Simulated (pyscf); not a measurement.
Thermochemistry of product channels of H₂S + O [triplet] on the triplet surface, in kcal/mol, from ωB97M-D3(BJ)/def2-TZVP energies (ideal gas, 1 atm, RRHO with modes under 100 cm⁻¹ raised to 100, one conformer, R ln 2 for rigid chiral ones). PySCF, gas phase, ωB97X-D3(BJ)/def2-SVP geometries.

```
products                    ΔE  ΔH(298 K)  ΔG(600 K)  ΔG(1200 K)
------------------  ----------  ---------  ---------  ----------
SH• + OH•           (withheld)      -10.2      -12.1  (withheld)
O=S [triplet] + H₂       -49.6      -50.9      -50.2       -49.9
HO–S• + H•          (withheld)       -3.6       -3.2        -3.3
S [triplet] + H₂O        -44.4      -40.6      -39.4       -37.9
```

Q: Some entries are withheld; supply them.

A: 
- SH• + OH•, ΔE: -10.1
- SH• + OH•, ΔG(1200 K): -13.8
- HO–S• + H•, ΔE: -2.4

These are energies of the channels, which say nothing of barriers. Left out: orbital degeneracy and the spin-orbit lowering of OH, O, SH, S.
